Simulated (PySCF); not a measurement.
Molecule: SMILES OCC(C)C, C4H10O.

Geometry:
```json
{"atom": "C1", "x (Å)": "0.251", "y (Å)": "1.423", "z (Å)": "-0.398"}
{"atom": "C2", "x (Å)": "0.158", "y (Å)": "-0.097", "z (Å)": "-0.402"}
{"atom": "C3", "x (Å)": "1.453", "y (Å)": "-0.749", "z (Å)": "0.063"}
{"atom": "C4", "x (Å)": "-1.015", "y (Å)": "-0.578", "z (Å)": "0.438"}
{"atom": "O5", "x (Å)": "-2.205", "y (Å)": "-0.049", "z (Å)": "-0.084"}
{"atom": "H6", "x (Å)": "1.038", "y (Å)": "1.776", "z (Å)": "-1.083"}
{"atom": "H7", "x (Å)": "0.494", "y (Å)": "1.797", "z (Å)": "0.611"}
{"atom": "H8", "x (Å)": "-0.704", "y (Å)": "1.870", "z (Å)": "-0.705"}
{"atom": "H9", "x (Å)": "-0.049", "y (Å)": "-0.426", "z (Å)": "-1.437"}
{"atom": "H10", "x (Å)": "2.300", "y (Å)": "-0.438", "z (Å)": "-0.567"}
{"atom": "H11", "x (Å)": "1.394", "y (Å)": "-1.848", "z (Å)": "0.026"}
{"atom": "H12", "x (Å)": "1.691", "y (Å)": "-0.460", "z (Å)": "1.101"}
{"atom": "H13", "x (Å)": "-0.852", "y (Å)": "-0.260", "z (Å)": "1.491"}
{"atom": "H14", "x (Å)": "-1.029", "y (Å)": "-1.687", "z (Å)": "0.437"}
{"atom": "H15", "x (Å)": "-2.926", "y (Å)": "-0.275", "z (Å)": "0.509"}
```

Geometry PBE0-D3(BJ)/def2-SVP throughout; GIAO in PySCF 2.14, gas phase, one conformer, non-relativistic; equivalent atoms averaged; basis pcSseg-1.

For orientation, PBE0 gives these absolute shieldings σ: C4 112.3, C2 152.6, C1/C3 164.1, O5 304.1, H13/H14 27.90, H9 29.66, H6/H7/H8/H10/H11/H12 30.36, H15 31.14 ppm.

A run gave: C4 111.6, C2 151.9, C1/C3 163.2, O5 303.2, H13/H14 27.96, H9 29.73, H6/H7/H8/H10/H11/H12 30.41, H15 31.19 ppm (absolute shieldings σ).

Which functional was used in that run?
A. HF
B. PBE
C. WP04
D. mPW1PW91
E. KT2

Answers

D. H13/H14 tells them apart best: mPW1PW91 gives 27.96, KT2 gives 27.63, HF gives 28.72, PBE gives 27.60, WP04 gives 28.31 ppm.
